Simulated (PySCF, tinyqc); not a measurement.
Inside a calculation. Method: CISD on RHF in the sto-3g basis, frozen core, for OH-, spin multiplicity 1. The basis has no diffuse functions, so it cannot describe the extra electron: this is an exercise in the method, not the real anion. The lowest restricted solution is unstable here: a spin-polarised one lies 0.0120 hartree lower (PySCF). One step of it, computed by the program tinyqc.

Question. CISD: determinants and Hamiltonian. Slater-Condon rules over spin orbitals, with the nuclear repulsion and the energy of the frozen orbital added and E(HF) subtracted on the diagonal. Only determinants linked to the reference directly or through others are kept (one block of an abelian symmetry group), so some states are absent.

one-electron integrals dressed by the frozen orbital, h + 2 (pq|11) - (p1|1q) (hartree), lower triangle:
```
           2          3          4          5          6
2  -5.066093
3   0.000000  -4.550202
4   0.000000   0.000000  -4.550202
5   0.213241   0.000000   0.000000  -2.882318
6  -0.214440   0.000000   0.000000  -0.989018  -4.008935
```

energy of the frozen orbital, 2 h_11 + (11|11) = -59.07672779 hartree

Two-electron integrals over orbitals (pq|rs), unique and non-zero (hartree); the lowest 1 orbital is frozen and left out:
```
(22|22) 0.780547    (32|32) 0.169620    (33|22) 0.796177    (33|33) 0.880159
(42|42) 0.169620    (43|43) 0.047444    (44|22) 0.796177    (44|33) 0.785270
(44|44) 0.880159    (52|22) -0.057763   (52|33) -0.058147   (52|44) -0.058147
(52|52) 0.055767    (53|32) -0.019336   (53|53) 0.012608    (54|42) -0.019336
(54|54) 0.012608    (55|22) 0.421396    (55|33) 0.409922    (55|44) 0.409922
(55|52) 0.038439    (55|55) 0.614770    (62|22) 0.024099    (62|33) 0.033753
(62|44) 0.033753    (62|52) 0.068689    (62|55) 0.014909    (62|62) 0.130507
(63|32) 0.014634    (63|53) 0.017693    (63|63) 0.039095    (64|42) 0.014634
(64|54) 0.017693    (64|64) 0.039095    (65|22) 0.199177    (65|33) 0.197360
(65|44) 0.197360    (65|52) -0.054779   (65|55) -0.094701   (65|62) -0.003732
(65|65) 0.177717    (66|22) 0.695264    (66|33) 0.686124    (66|44) 0.686124
(66|52) -0.017190   (66|55) 0.504400    (66|62) 0.046565    (66|65) 0.131182
(66|66) 0.704293
```

nuclear repulsion = 2.50794887 hartree

Hartree-Fock energy = -73.97066019 hartree

Give: determinants; H - E(HF) between determinants.

Answer.

Occupation strings over the orbitals (2 doubly, a alpha, b beta, 0 empty; spin orbitals ordered 1a 1b 2a 2b ...): 222220 2222ab 2a222b 2222ba 2b222a 222202 2a22b2 222022 220222 2b22a2 202222

H - E(HF) between determinants (hartree), lower triangle:
```
         222220   2222ab   2a222b   2222ba   2b222a   222202   2a22b2   222022
222220   0.0000
2222ab   0.0000   0.2878
2a222b   0.0000   0.0135   0.8368
2222ba   0.0000  -0.1777   0.0037   0.2878
2b222a   0.0000   0.0037  -0.1305   0.0135   0.8368
222202   0.1777   0.2259   0.0548  -0.2259  -0.0548   0.8860
2a22b2   0.0037  -0.0548   0.0680   0.0317  -0.0687  -0.0691   1.0506
222022   0.0391  -0.0177  -0.0146   0.0177   0.0146   0.0126   0.0193   0.2491
220222   0.0391  -0.0177  -0.0146   0.0177   0.0146   0.0126   0.0193   0.0474
2b22a2  -0.0037   0.0317  -0.0687  -0.0548   0.0680   0.0691  -0.0558  -0.0193
202222   0.1305  -0.0687   0.0225   0.0687  -0.0225   0.0558   0.0271   0.1696

         220222   2b22a2  202222
220222   0.2491
2b22a2  -0.0193   1.0506
202222   0.1696  -0.0271  1.7679
```
